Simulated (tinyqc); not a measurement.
Orbital energy against energy difference: ionisation energy by orbital energies and by energy differences in the 6-31g basis, for H2O, spin multiplicity 1. Computed by the program tinyqc with PySCF. The cation is unrestricted; errors are against CCSD(T) in this basis, not against experiment.

Geometry (angstrom):
```
atom       x        y       z
O     0.0000   0.0000  0.0000
H     0.0000   0.7490  0.5490
H     0.0000  -0.7340  0.5380
```

CCSD(T) difference in the same basis = 11.9938 eV

IP-EOM-CCSD = 11.7617 eV

First vertical ionisation energy (eV):
```
method     -e(HOMO)  E(cation) - E  error of -e(HOMO)  error of the difference
HF          13.6693      11.103069             1.6754                  -0.8908
LDA          6.3286      12.845227            -5.6653                   0.8514
PBE          6.2462      12.521271            -5.7477                   0.5274
B3LYP        7.9970      12.578894            -3.9969                   0.5851
PBE0         8.3651      12.464824            -3.6287                   0.4710
CAM-B3LYP    9.8915      12.571571            -2.1023                   0.5777
LC-wPBE     11.3373      12.610360            -0.6565                   0.6165
```

What does the comparison show, and why?

Koopmans errs by +1.68 eV and Delta-HF by -0.89 eV: relaxation, 2.57 eV, lowers the value and the missing correlation difference works against it. The PBE level is off by -5.7 eV through the wrong tail of its potential, though its energy difference is off by +0.53 eV; exact exchange deepens the level, and among the orbital energies LC-wPBE comes closest; among the differences PBE0 does.
